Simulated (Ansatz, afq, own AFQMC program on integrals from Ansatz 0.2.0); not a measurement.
# AlSi⁺, singlet: AFQMC among the cluster methods

```xyz
2

Si    0.0000    0.0000    0.0000
Al    0.0000    0.0000    3.0790
```

Basis cc-pVTZ. Noble-gas cores (and the filled d shells of Ga–Kr and In–Xe) are frozen. Integrals, coupled cluster, full CI and functionals: Ansatz 0.2.0; the random walks run on the same integrals in our own AFQMC program. The CISD trial takes its coefficients from CCSD amplitudes. Released means that phaseless walkers are propagated on without the constraint, phases kept. Free projection: walkers drawn from exp(T), propagated without any constraint. Its projection time is finite, and what remains of the start isn't in its error. ± is one standard error of the sampling.

Determinant: RHF, the one that the program's search chose, which needn't be the lowest solution. The geometry is a PBE0/def2-TZVP stationary point of this or a neighbouring charge and spin state.

No full CI on the walks' own integrals is used here; CCSDT(Q) serves as the reference and is uncertain by about the last step of the cluster series.

Cautions: higher spins were not checked; restricted determinant unstable towards unrestricted (UHF 885 meV lower, ⟨S²⟩ 1.10); CCSDT(Q) on the UHF determinant differs (410 meV lower), perhaps since the unrestricted series falls towards higher spin.

* T1 diagnostic: 0.0146
* weight of the determinant in the CISD state: 0.835
* size of the correlated space: 6 electrons in 58 orbitals

Reference: CCSDT(Q), correlation energy -4.036 eV. The released energy is read at 2.40 1/Eh (meV from the phaseless value at times in 1/Eh: -27 ± 17 at 0.24, -36 ± 17 at 0.51, -52 ± 17 at 0.99, -50 ± 16 at 1.62, -56 ± 19 at 2.40).

```tsv
level	E − E(reference) (meV)	share of correlation (%)
HF	4036.0	0.00
MP2	1159.9	71.26
CCSD	178.0	95.59
CCSD(T)	47.1	98.83
CCSDT	14.4	99.64
ph-AFQMC/CISD	30.8 ± 10.9	99.24
released AFQMC	-25.2 ± 18.7	100.62
free AFQMC	-7.6 ± 18.6	100.19
```

Free projections are given only where their last times agree within the noise and don't stop above the reference; a slow remainder of the start can still hide under it. A walk keeps the symmetry of its determinant, which the program's search chose and which needn't be the lowest solution, so a lower state of the same spin and another symmetry isn't excluded. Released energies are given only where the last usable release times agree within the noise; a slower fall can still hide under it.
